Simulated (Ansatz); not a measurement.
in.yaml

```yaml
crystal:
  periodic: [false, false, false]
  atoms:
    - {symbol: B, position_ang: [0.000000, 0.000000, 0.000000]}
    - {symbol: S, position_ang: [0.000000, 0.000000, 2.196000]}
basis:
  gaussian: {orbitals: "6-31++G**"}
magnetization: {spin_polarized: true, initial_magnetization: 1}
correlation: {method: bccd, electrons: outside_noble_gas}
scf: {omitted_lower_state_checks: [cluster_reference]}
output: {forces: true}
```

```sh
$ ansatz run in.yaml --threads 1 --pin off --events-out ev --progress --plain --max-ram 2393MiB
```

Output:

```
these checks for a lower state are left out or cut short: cluster_reference
355 factors; integrals over basis functions are off by at most 1.0e-3 eV
mean field evaluation 1: about -11481.6205 eV, gradient 1.5e1 eV
mean field evaluation 2: about -11481.6325 eV, gradient 1.5e1 eV
mean field evaluation 4: about -11484.0935 eV, gradient 2.4e0 eV
mean field evaluation 8: about -11484.2794 eV, gradient 2.4e-1 eV
mean field evaluation 16: about -11484.3111 eV, gradient 6.1e-1 eV
mean field evaluation 32: about -11484.9581 eV, gradient 2.4e-6 eV
mean field evaluation 64: about -11481.8656 eV, gradient 2.3e-6 eV
mean field evaluation 96: about -11484.8756 eV, gradient 2.8e-6 eV
mean field evaluation 128: about -11483.4785 eV, gradient 4.9e-3 eV
mean field evaluation 160: about -11484.8902 eV, gradient 1.3e0 eV
...
cycle  21  -5.06777888 eV  change   -1.8e-4 eV  update   3.2e-5
cycle  22  -5.06774228 eV  change    3.7e-5 eV  update   2.0e-5
cycle  23  -5.06774683 eV  change   -4.6e-6 eV  update   1.3e-5
cycle  24  -5.06775409 eV  change   -7.3e-6 eV  update   8.2e-6
cycle  25  -5.06775224 eV  change    1.8e-6 eV  update   4.9e-6
cycle  26  -5.06775189 eV  change    3.4e-7 eV  update   2.4e-6
cycle  27  -5.06775312 eV  change   -1.2e-6 eV  update   1.1e-6
cycle  28  -5.06775390 eV  change   -7.8e-7 eV  update   5.6e-7
cycle  29  -5.06775409 eV  change   -1.9e-7 eV  update   3.6e-7
cycle  30  -5.06775401 eV  change    7.4e-8 eV  update   2.2e-7
WARN: the results are in doubt because among natural orbitals full CI differs from the method by -0.102 eV
the calculation of the forces begins
Total energy: -11490.02586105 eV, -422.2506621743 hartree
Atom 0 at     0.000000     0.000000     0.000000 Å, force     0.000000     0.000000     2.867922 eV/Å
Atom 1 at     0.000000     0.000000     2.196000 Å, force    -0.000000    -0.000000    -2.867922 eV/Å
Dipole moment:     0.000081    -0.000000    -0.178318 e Å
In doubt: among natural orbitals full CI differs from the method by -0.102 eV
Checks for a lower state left out: cluster_reference
```

Forces (eV/Å):
```
B    0.000  0.000  2.868
S    0.000  0.000 -2.868
```

Ran on 1 thread of Arm Neoverse V2, shared host: 3.5 s wall, 0.16 GiB peak host memory.
